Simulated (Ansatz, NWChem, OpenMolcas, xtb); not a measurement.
# Redistribution: CH3Cl + CH2F2O → CH4O + CHClF2

Gas-phase species: CH3Cl (chloromethane) `CCl`, singlet; CH2F2O `OC(F)F`, singlet; CH4O (methanol) `CO`, singlet; CHClF2 (difluorochloromethane) `FC(F)Cl`, singlet. The partners trade Cl for OH; both sit on C, so the bond types are kept.

Shapes, held fixed at every level: PBE0-D4/def2-TZVP. Flexible molecules stand in one conformer, not always the lowest. Programs: Ansatz 0.2.0, NWChem 7.3.0, OpenMolcas 26.06, xtb 6.7.1. A level may come from different programs for different species; with the same settings they agree closely. The zero-point and thermal change to 298 K, harmonic and unscaled (PBE0-D4/def2-TZVP), is -0.5 kJ/mol.

Task: Estimate ΔH(298 K) of this reaction.

Result: The highest level, CCSD(T)/CBS estimate, gives ΔH(298 K) = +72.2 kJ/mol; the levels span +42.9 to +88.9. The column of differences is taken from that level and isn't an error. No measured value is set beside it here. The CBS estimate extrapolates MP2 from def2-TZVPP and def2-QZVPP and adds CCSD(T) − MP2 in the triple-zeta set, cores frozen.

```
                level                   kind  ΔH(298 K) (kJ/mol)  less CCSD(T)/CBS estimate
             GFN0-xTB         semi-empirical               +42.9                      -29.3
          HF/def2-SVP           Hartree–Fock               +88.9                      +16.7
        PBE0/def2-SVP          global hybrid               +78.0                       +5.8
   PBE0-D4/def2-TZVPP          global hybrid               +72.0                       -0.2
r2SCAN0-D4/def2-TZVPP          global hybrid               +75.5                       +3.3
         MP2/def2-SVP    perturbation theory               +79.5                       +7.3
     CCSD(T)/def2-SVP  coupled cluster or CI               +77.7                       +5.5
        CCSD/def2-SVP  coupled cluster or CI               +78.8                       +6.6
 CCSD(T)/CBS estimate  coupled cluster or CI               +72.2                        0.0
```
